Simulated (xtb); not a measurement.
C₂H₂F, charge +2, doublet, geometry from GFN2-xTB of the parent state (a state made from the parent by changing its charge; the spin is typed, not shown lowest).

Input for xtb:
```
$ xtb mol.xyz --gfn 2 --chrg 2 --uhf 1 --json

# file mol.xyz
5

C      0.01269615     0.41171885    -0.01137087
C      1.19873388    -0.11100266    -0.02785296
F     -1.19104254    -0.12604551     0.03401395
H      1.37985501    -1.18518672    -0.00369633
H      2.07094770     0.51529918    -0.06708620
```

Problem. What is the computed total energy (GFN2-xTB (xtb))?

Solution. -8.4560 Eh

Problem. What is the computed partial charges in atom order (GFN2-xTB)?

Solution. C1 0.52, C2 0.13, F3 0.40, H4 0.51, H5 0.45
